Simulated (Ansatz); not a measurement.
We consider bcc Mo, described by PBE in Ansatz (PAW).

Settings: plane-wave cutoff 520 eV, 24×24×24 k mesh, Fermi–Dirac smearing 0.05 eV, no spin polarisation, scalar-relativistic PAW data made under PBE.

Energies at three volumes about the minimum:

| V (Å³/atom) | E − E_lowest (meV/atom) |
|---|---|
| 15.473 | 5.31 |
| 15.789 | 0.00 |
| 16.105 | 4.91 |

Fit a parabola by hand: where is the minimum, what lattice constant follows, and what is the bulk modulus?

Slopes: (0.00 − 5.31)/(15.789 − 15.473) = -16.804 and (4.91 − 0.00)/(16.105 − 15.789) = 15.538 meV/Å³. Curvature E″ = 2 × (15.538 − (-16.804))/(16.105 − 15.473) = 102.348 meV/Å⁶. From the middle of the first interval, the slope vanishes at V0 = 15.6310 − (-16.804)/102.348 = 15.795 Å³/atom. B = V0 E″ = 15.795 × 102.348 meV/Å³ × 0.1602 GPa per meV/Å³ = 259 GPa. With 2 atoms in the cube, a = (2 × 15.795)^(1/3) = 3.161 Å. The full Birch–Murnaghan fit to all volumes gives V0 = 15.789 Å³/atom and B0 = 259 GPa.

Measured, for comparison: bulk modulus 265 GPa (zero-point energy and finite temperature contributions removed, sources range from 265 to 278; as tabulated in doi:10.1021/acs.jctc.3c00612); lattice constant a 3.141 Å (static lattice: zero-point anharmonic expansion removed; as tabulated in Mejia-Rodriguez and Trickey (2018), arXiv:1807.09216). Computed less measured: bulk modulus -2.3 % (-2.3 % to -7 % over the range).

Ansatz is a first-principles code.
